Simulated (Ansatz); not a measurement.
# H₃O (doublet): the correlation ladder at distance O1–H3 along a hydrogen transfer = 1.297 Å, cc-pVTZ

Aim: climb from Hartree-Fock through coupled cluster and multireference methods for H₃O (doublet) at one geometry and basis, and see what each rung misses.

The runs use Ansatz 0.2.0, Gaussian basis; cc-pVTZ, core rule «outside noble gas», up to 1 orbitals frozen.

The runs, in order: UHF; CCSD(T) on ROHF; CCSD(T) on UHF; BCCD(T) on ROHF; CCSDT(Q) on ROHF; CCSDT(Q) on UHF; CASSCF and MRCISD+Q, 3 electrons in 3 orbitals; CASSCF and NEVPT2, 3 electrons in 3 orbitals; CASSCF and MRCISD+Q, 9 electrons in 7 orbitals; CASSCF and NEVPT2, 9 electrons in 7 orbitals.

## 1. The geometry

The geometry derives from fragments relaxed apart (PBE0/def2-TZVP) and kept rigid, so it is no stationary point. A hydrogen atom is moved between rigid fragments.

4 atoms, charge 0, spin multiplicity 2.

Atoms are counted from 1 here; the program's logs count them from 0.

Bond lengths: O1–H2 0.960 Å.

## 2. UHF

The input, in.yaml:

```yaml
crystal:
  periodic: [false, false, false]
  atoms:
    - {symbol: O, position_ang: [-0.170859, -0.049094, 0.000000]}
    - {symbol: H, position_ang: [-0.420169, 0.877481, 0.000000]}
    - {symbol: H, position_ang: [1.126141, -0.049094, 0.000000]}
    - {symbol: H, position_ang: [2.006141, -0.049094, 0.000000]}
basis:
  gaussian: {orbitals: cc-pVTZ}
magnetization: {spin_polarized: true, initial_magnetization: 1}
hamiltonian: {xc: hf}
output: {orbitals: {seedname: orbitals}}
```

The run is started by

```sh
$ ansatz run in.yaml --threads 1 --pin off --events-out ev --progress --plain --max-ram 2816MiB --backend cpu
```

Further steps of the session: CCSD(T) on ROHF; CCSD(T) on UHF; BCCD(T) on ROHF; CCSDT(Q) on ROHF; CCSDT(Q) on UHF; CASSCF and MRCISD+Q, 3 electrons in 3 orbitals; CASSCF and NEVPT2, 3 electrons in 3 orbitals; CASSCF and MRCISD+Q, 9 electrons in 7 orbitals; CASSCF and NEVPT2, 9 electrons in 7 orbitals.

**Question.** What will the summary of the whole plan be? Wanted: UCCSDT(Q) below the RHF energy; RMP2 from UCCSDT(Q); UMP2 from UCCSDT(Q); RCCSD from UCCSDT(Q); RCCSD(T) from UCCSDT(Q); UCCSD(T) from UCCSDT(Q); RCCSDT(Q) from UCCSDT(Q); NEVPT2 pair from UCCSDT(Q); NEVPT2 valence from UCCSDT(Q).

As calculated:

```
                         quantity                                                   value
   UCCSDT(Q) below the RHF energy                                              -8.0583 eV
              RMP2 from UCCSDT(Q)                                              +849.4 meV
              UMP2 from UCCSDT(Q)                                              +814.8 meV
             RCCSD from UCCSDT(Q)                                              +246.4 meV
          RCCSD(T) from UCCSDT(Q)                                               +25.6 meV
          UCCSD(T) from UCCSDT(Q)                                               +24.3 meV
         RCCSDT(Q) from UCCSDT(Q)                                                +1.2 meV
       NEVPT2 pair from UCCSDT(Q)                                              +611.0 meV
    NEVPT2 valence from UCCSDT(Q)                                              +963.6 meV
  MRCISD+Q valence from UCCSDT(Q)                                               +82.1 meV
levels within 1 kcal/mol (43 meV)  RCCSD(T), UCCSD(T), BCCD(T), RCCSDT, UCCSDT, RCCSDT(Q)
                    T1 diagnostic                                                   0.048
   effectively unpaired electrons                                                    1.02
```

What this shows: RCCSD(T) lands +25.6 meV from the yardstick (0.3 % of the correlation energy). The occupations are near whole numbers, but T1 = 0.048 shows that the orbitals relax strongly. Of the multireference levels listed MRCISD+Q valence comes nearest in total energy (+82.1 meV), which doesn't show that its space is the better one. These misses are within one basis, not against nature; the frozen cores of restricted and unrestricted runs differ, which can shift their rows.
